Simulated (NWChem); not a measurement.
All runs are NWChem calculations. System: hydrogen isocyanide (CHN), charge 0, spin multiplicity 1, at a geometry optimised with PBE/def2-SVP. Level: MP2/def2-TZVP, 2 core orbitals frozen.

The NWChem input:

```
start mol
memory heap 200 mb stack 800 mb global 1000 mb
geometry units angstroms nocenter noautoz
  C      0.000000     0.000000     0.748997
  N      0.000000     0.000000    -0.435186
  H      0.000000     0.000000    -1.447679
  symmetry group C2v
end
basis spherical
  * library def2-tzvp
end
scf
  rhf
  nopen 0
  maxiter 100
  thresh 1e-7
  semidirect memsize 60000000 filesize 0
end
mp2
  freeze core 2
end
task mp2 energy
```

Output (cleaned and shortened):

```
             Northwest Computational Chemistry Package (NWChem) 7.3.0
             --------------------------------------------------------

                                NWChem Input Module
                                -------------------

 Scaling coordinates for geometry "geometry" by  1.889725989
 (inverse scale =  0.529177249)

 Turning off AUTOSYM since
 SYMMETRY directive was detected!

                             Geometry "geometry" -> ""
                             -------------------------

 Output coordinates in angstroms (scale by  1.889725989 to convert to a.u.)

  No.       Tag          Charge          X              Y              Z
 ---- ---------------- ---------- -------------- -------------- --------------
    1 C                    6.0000     0.00000000     0.00000000     0.74899700
    2 N                    7.0000     0.00000000     0.00000000    -0.43518600
    3 H                    1.0000     0.00000000     0.00000000    -1.44767900

 Effective nuclear repulsion energy (a.u.)      23.8725185715

            Nuclear Dipole moment (a.u.)
            ----------------------------
        X                 Y               Z
 ---------------- ---------------- ----------------
     0.0000000000     0.0000000000     0.0000018897

      Symmetry information
      --------------------

 Group name             C2v
 Group number             16
 Group order               4
 No. of unique centers     3

      Symmetry unique atoms

     1    2    3


 Summary of "ao basis" -> "" (spherical)
 ------------------------------------------------------------------------------
       Tag                 Description            Shells   Functions and Types
 ---------------- ------------------------------  ------  ---------------------
 *                         def2-tzvp                  on all atoms

 Summary of "ao basis" -> "ao basis" (spherical)
 ------------------------------------------------------------------------------
       Tag                 Description            Shells   Functions and Types
 ---------------- ------------------------------  ------  ---------------------
 C                         def2-tzvp                11       31   5s3p2d1f
 N                         def2-tzvp                11       31   5s3p2d1f
 H                         def2-tzvp                 4        6   3s1p

                                 NWChem SCF Module
                                 -----------------

  ao basis        = "ao basis"
  functions       =    68
  atoms           =     3
  closed shells   =     7
  open shells     =     0
  charge          =   0.00
  wavefunction    = RHF
  use symmetry    = T
  symmetry adapt  = T

 Summary of "ao basis" -> "ao basis" (spherical)
 ------------------------------------------------------------------------------
       Tag                 Description            Shells   Functions and Types
 ---------------- ------------------------------  ------  ---------------------
 C                         def2-tzvp                11       31   5s3p2d1f
 N                         def2-tzvp                11       31   5s3p2d1f
 H                         def2-tzvp                 4        6   3s1p

      Symmetry analysis of basis
      --------------------------

        a1         32
        a2          6
        b1         15
        b2         15

 Forming initial guess at       0.1s

      Superposition of Atomic Density Guess
      -------------------------------------

 Sum of atomic energies:         -92.48268922

      Non-variational initial energy
      ------------------------------

 Total energy =     -93.089131
 1-e energy   =    -171.351351
 2-e energy   =      54.389702
 HOMO         =      -0.385930
 LUMO         =       0.038331

      Symmetry analysis of molecular orbitals - initial
      -------------------------------------------------

 !! scf_movecs_sym_adapt:   40 vectors were symmetry contaminated

  Symmetry fudging

 !! scf_movecs_sym_adapt:   40 vectors were symmetry contaminated

  Numbering of irreducible representations:

     1 a1          2 a2          3 b1          4 b2

  Orbital symmetries:

     1 a1          2 a1          3 a1          4 a1          5 b1
     6 b2          7 a1          8 b1          9 b2         10 a1
    11 a1         12 a1         13 b2         14 b1         15 a1
    16 b2         17 b1

 Starting SCF solution at       0.3s

 ----------------------------------------------
         Quadratically convergent ROHF

 Convergence threshold     :          1.000E-07
 Maximum no. of iterations :          100
 Final Fock-matrix accuracy:          1.000E-09
 ----------------------------------------------

              iter       energy          gnorm     gmax       time
             ----- ------------------- --------- --------- --------
                 1      -92.8749741626  4.82D-01  1.68D-01      0.3
                 2      -92.8903746399  1.57D-01  4.89D-02      0.4
                 3      -92.8924371205  1.11D-02  3.41D-03      0.4
                 4      -92.8924493105  4.98D-05  1.31D-05      0.4
                 5      -92.8924493108  8.98D-09  2.41D-09      0.5

       Final RHF  results
       ------------------

         Total SCF energy =    -92.892449310769
      One-electron energy =   -172.418388444108
      Two-electron energy =     55.653420561838
 Nuclear repulsion energy =     23.872518571501

        Time for solution =      0.1s

       Symmetry analysis of molecular orbitals - final
       -----------------------------------------------

  Numbering of irreducible representations:

     1 a1          2 a2          3 b1          4 b2

  Orbital symmetries:

     1 a1          2 a1          3 a1          4 a1          5 b1
     6 b2          7 a1          8 a1          9 b1         10 b2
    11 a1         12 a1         13 b2         14 b1         15 a1
    16 b1         17 b2

             Final eigenvalues
             -----------------

              1
    1  -15.6066
    2  -11.3026
    3   -1.2560
    4   -0.8671
    5   -0.5150
    6   -0.5150
    7   -0.4934
    8    0.1249
    9    0.1597
   10    0.1597
   11    0.2309
   12    0.3208
   13    0.3679
   14    0.3679
   15    0.4618
   16    0.5563
   17    0.5563

                       ROHF Final Molecular Orbital Analysis
                       -------------------------------------

 Vector    5  Occ=2.000000D+00  E=-5.150260D-01  Symmetry=b1
              MO Center= -2.3D-17,  3.1D-34, -1.2D-01, r^2= 1.0D+00
   Bfn.  Coefficient  Atom+Function         Bfn.  Coefficient  Atom+Function
  ----- ------------  ---------------      ----- ------------  ---------------
    37      0.358665  2 N  px                40      0.336236  2 N  px
     6      0.218382  1 C  px                43      0.218646  2 N  px
     9      0.184258  1 C  px

 Vector    6  Occ=2.000000D+00  E=-5.150260D-01  Symmetry=b2
              MO Center=  6.2D-34,  3.1D-17, -1.2D-01, r^2= 1.0D+00
   Bfn.  Coefficient  Atom+Function         Bfn.  Coefficient  Atom+Function
  ----- ------------  ---------------      ----- ------------  ---------------
    38      0.358665  2 N  py                41      0.336236  2 N  py
     7      0.218382  1 C  py                44      0.218646  2 N  py
    10      0.184258  1 C  py

 Vector    7  Occ=2.000000D+00  E=-4.934382D-01  Symmetry=a1
              MO Center= -3.1D-18, -1.6D-17,  1.1D+00, r^2= 9.6D-01
   Bfn.  Coefficient  Atom+Function         Bfn.  Coefficient  Atom+Function
  ----- ------------  ---------------      ----- ------------  ---------------
     4      0.420264  1 C  s                  8      0.319938  1 C  pz
     5      0.301223  1 C  s                  3      0.247730  1 C  s
    11      0.246236  1 C  pz                 2     -0.153138  1 C  s

 Vector    8  Occ=0.000000D+00  E= 1.248860D-01  Symmetry=a1
              MO Center= -4.0D-16,  2.7D-16, -2.2D+00, r^2= 2.5D+00
   Bfn.  Coefficient  Atom+Function         Bfn.  Coefficient  Atom+Function
  ----- ------------  ---------------      ----- ------------  ---------------
    65      2.600329  3 H  s                 45      1.313667  2 N  pz
    36     -1.186389  2 N  s                  4     -0.734961  1 C  s
    35      0.472755  2 N  s                  5     -0.446410  1 C  s
    11      0.279153  1 C  pz                34     -0.231359  2 N  s

 Vector    9  Occ=0.000000D+00  E= 1.597485D-01  Symmetry=b1
              MO Center=  1.6D-17,  4.8D-32,  6.2D-01, r^2= 2.7D+00
   Bfn.  Coefficient  Atom+Function         Bfn.  Coefficient  Atom+Function
  ----- ------------  ---------------      ----- ------------  ---------------
    12      0.938795  1 C  px                43     -0.697902  2 N  px
     6      0.270344  1 C  px                 9      0.237245  1 C  px
    37     -0.221389  2 N  px                40     -0.177150  2 N  px

 Vector   10  Occ=0.000000D+00  E= 1.597485D-01  Symmetry=b2
              MO Center=  1.6D-31, -2.3D-17,  6.2D-01, r^2= 2.7D+00
   Bfn.  Coefficient  Atom+Function         Bfn.  Coefficient  Atom+Function
  ----- ------------  ---------------      ----- ------------  ---------------
    13      0.938795  1 C  py                44     -0.697902  2 N  py
     7      0.270344  1 C  py                10      0.237245  1 C  py
    38     -0.221389  2 N  py                41     -0.177150  2 N  py

 center of mass
 --------------
 x =   0.00000000 y =   0.00000000 z =   0.10039611

 moments of inertia (a.u.)
 ------------------
          40.781164311007           0.000000000000           0.000000000000
           0.000000000000          40.781164311007           0.000000000000
           0.000000000000           0.000000000000           0.000000000000

  Mulliken analysis of the total density
  --------------------------------------

    Atom       Charge   Shell Charges
 -----------   ------   -------------------------------------------------------
    1 C    6     5.97   0.86  1.12  0.61  0.79  0.38  0.97  0.91  0.21  0.03  0.07  0.01
    2 N    7     7.38   0.82  1.16  0.54  0.73  0.13  1.52  1.72  0.73  0.01  0.02  0.01
    3 H    1     0.65   0.23  0.35  0.03  0.04

       Multipole analysis of the density wrt the origin
       ------------------------------------------------

     L   x y z        total         open         nuclear
     -   - - -        -----         ----         -------
     0   0 0 0     -0.000000      0.000000     14.000000

     1   1 0 0     -0.000000      0.000000      0.000000
     1   0 1 0      0.000000      0.000000      0.000000
     1   0 0 1     -1.131435      0.000000      0.000002

     2   2 0 0     -9.077289      0.000000      0.000000
     2   1 1 0      0.000000      0.000000      0.000000
     2   1 0 1      0.000000      0.000000      0.000000
     2   0 2 0     -9.077289      0.000000      0.000000
     2   0 1 1      0.000000      0.000000      0.000000
     2   0 0 2     -7.453678      0.000000     24.238462

                   NWChem MP2 Semi-direct Energy/Gradient Module
                   ---------------------------------------------

  Basis functions       =     68
  Molecular orbitals    =     68
  Frozen core           =      2
  Frozen virtuals       =      0
  Active alpha occupied =      5
  Active beta occupied  =      5
  Active alpha virtual  =     61
  Active beta virtual   =     61
  Use MO symmetry       = T
  Use skeleton AO sym   = T

  AO/Fock/Back tols     =   1.0D-09  1.0D-09  1.0D-09

 GA uses MA = F    GA memory limited = T

 Available:
  local mem=  1.15D+08
 global mem=  1.31D+08
 local disk=  0.00D+00
  mp2_memr nvloc                    61
  nvloc new                    61
   1 passes of   5:        4194304                      24676                   2439748.
   1 passes of   5: M    114684412           G      131062752           F     110490108.

 Semi-direct pass number   1 of   1  for RHF alpha+beta  at        0.5s
  vrange nnbf                  2345
  mp2_eaftype                    10  avail_ma_in_mb                   999
 EAF : mp2_eaftype filesize          10    1219874.
  mp2_eaf for mointskh                     10
Node 0 wrote      5.7 Mb in      0.0 s     Agg I/O rate:  1924.3 Mb/s
 Done moints_semi at        1.2s
  mp2_eaftype                    10  avail_ma_in_mb                   989
 EAF : mp2_eaftype filesize          10    1219874.
  mp2_eaf for kh                    10
 Done maket at        1.2s
 Done multipass loop at        1.2s

          -------------------------------------------
          SCF energy                 -92.892449310769
          Correlation energy          -0.331170437520
          Singlet pairs               -0.209752729270
          Triplet pairs               -0.121417708250
          Total MP2 energy           -93.223619748289
          -------------------------------------------

          ---------------------------------------------------
                    Spin Component Scaled (SCS) MP2
          Same spin pairs                     -0.080945138834
          Same spin scaling factor             0.333333333333
          Opposite spin pairs                 -0.250225298687
          Opposite spin scaling fact.          1.200000000000
          SCS-MP2 correlation energy          -0.327252071369
          Total SCS-MP2 energy               -93.219701382138
          ---------------------------------------------------

 -----------------------
 Performance information
 -----------------------

 Timer overhead =  2.19D-07 seconds/call

               Nr. of calls         CPU time (s)                 Wall time (s)                GFlops
             ---------------    -------------------     ------------------------------   -------------------
Name         Min   Avg   Max    Min     Avg     Max     Min     Avg     Max   Mx/calls   Min     Max     Sum
mp2: moin     1     1     1   0.66    0.66    0.66     0.66    0.66    0.66    0.66      0.0     0.0     0.0
mp2: make     1     1     1   3.44E-2 3.44E-2 3.44E-2  3.44E-2 3.44E-2 3.44E-2 3.44E-2   0.0     0.0     0.0
mp2: tota     1     1     1   0.74    0.74    0.74     0.74    0.74    0.74    0.74      0.0     0.0     0.0

 The average no. of pstat calls per process was 3.00D+00
 with a timing overhead of 6.56D-07s

 Task  times  cpu:        1.2s     wall:        1.2s

 Total times  cpu:        1.2s     wall:        1.2s
```
